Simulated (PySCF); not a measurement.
NH3 (singlet). Computed with B3LYP/[N def2-TZVP, H def2-TZVP], no relativity, density fitting, PySCF.

Harmonic bands of its minimum:

```tsv
ω (cm⁻¹)	IR (km/mol, summed over degenerate members)	degeneracy
1026	178	1
1671	43.1	2
3465	1.0	1
3586	3.2	2
```

The central atom is N. Infer the point group and assign the bands.

C3v. The modes span 2a1 + 2e: 1026 a1, 1671 e, 3465 a1, 3586 e. The computed geometry has N–H 1.014 Å (×3); H–N–H 107.3° (×3).
